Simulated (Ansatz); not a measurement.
**F, F2 molecule: geometry optimisation**

The calculation used DFT, LDA (PW92), plane waves (420 eV) with PAW, scalar-relativistic in Ansatz. The PAW files were generated under PBE, with cores re-solved for the functional.

k-point mesh 1×1×1, Fermi-Dirac smearing 0.01 eV, no spin polarisation. The box is fixed.

Starting structure:

```
F
1.0
    12.00000    0.00000    0.00000
     0.00000   12.30000    0.00000
     0.00000    0.00000   12.60000
F
2
Direct
  0.50000 0.50000 0.44365
  0.50000 0.50000 0.55635
```

Q: What is the relaxed bond length?

A: 1.384 Å (start 1.420 Å).
